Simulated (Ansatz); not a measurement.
Potential energy curve for LiH, singlet.

Computed with: RKS-PBE = restricted PBE/cc-pVDZ run with Ansatz (an electronic-structure program); UKS-PBE = Ansatz with unrestricted PBE/cc-pVDZ; RKS-CAM-B3LYP = restricted CAM-B3LYP/cc-pVDZ run with Ansatz; FCI = full CI/cc-pVDZ, frozen core run with Ansatz.

Energies relative to the lowest point of each curve near equilibrium, in mEh; the last columns give the error against full CI:

```
R / Å  RKS-PBE  UKS-PBE  RKS-CAM-B3LYP   FCI  RKS-PBE − FCI  UKS-PBE − FCI  RKS-CAM-B3LYP − FCI
-----  -------  -------  -------------  ----  -------------  -------------  -------------------
1.21      30.5     30.5           29.0  31.3           -0.8           -0.8                 -2.3
1.29      17.6     17.6           16.4  18.1           -0.4           -0.4                 -1.7
1.34      11.9     11.9           10.8  12.1           -0.3           -0.3                 -1.4
1.46       3.3      3.3            2.7   3.3           -0.1           -0.1                 -0.7
1.51       1.4      1.4            1.0   1.5            0.0            0.0                 -0.4
1.53       0.9      0.9            0.6   0.9            0.0            0.0                 -0.3
1.60       0.0      0.0            0.0   0.0            0.0            0.0                  0.0
1.65       0.1      0.1            0.3   0.1            0.0            0.0                  0.2
1.70       0.6      0.6            1.1   0.6            0.0            0.0                  0.5
1.76       1.8      1.8            2.6   1.9           -0.1           -0.1                  0.7
1.86       4.8      4.8            6.1   5.0           -0.2           -0.2                  1.1
1.98       9.5      9.5           11.5   9.9           -0.3           -0.3                  1.6
2.14      17.1     17.1           20.0  17.6           -0.6           -0.6                  2.4
2.43      32.0     32.0           36.9  32.7           -0.8           -0.8                  4.1
2.61      41.1     41.1           47.3  41.8           -0.7           -0.7                  5.6
2.90      54.6     54.1           63.3  54.6            0.0           -0.5                  8.7
3.19      66.4     63.7           77.9  64.8            1.7           -1.1                 13.1
3.53      78.0     71.4           92.9  72.9            5.1           -1.5                 20.0
3.96      89.5     77.6          108.9  78.5           10.9           -0.9                 30.4
4.34      97.1     80.8          120.6  80.8           16.4            0.0                 39.8
4.70     102.7     82.4          129.7  81.8           20.9            0.6                 47.9
5.60     111.6     82.9          146.4  82.5           29.0            0.3                 63.8
6.30     115.2     83.0          154.8  82.7           32.6            0.3                 72.1
```

RKS-PBE is furthest from FCI at 6.30 (32.6 mEh, above); its mean absolute error over the points is 5.3 mEh.

UKS-PBE is furthest from FCI at 3.53 (-1.5 mEh, below); its mean absolute error over the points is 0.4 mEh.

RKS-CAM-B3LYP is furthest from FCI at 6.30 (72.1 mEh, above); its mean absolute error over the points is 13.9 mEh.

The restricted form behind RKS-PBE, RKS-CAM-B3LYP keeps the bonding electrons paired and can't separate into open-shell fragments. The unrestricted determinant behind UKS-PBE is spin-contaminated at 2.90 to 6.30 Å (<S²> up to 1.0, against 0.00 for a pure singlet).
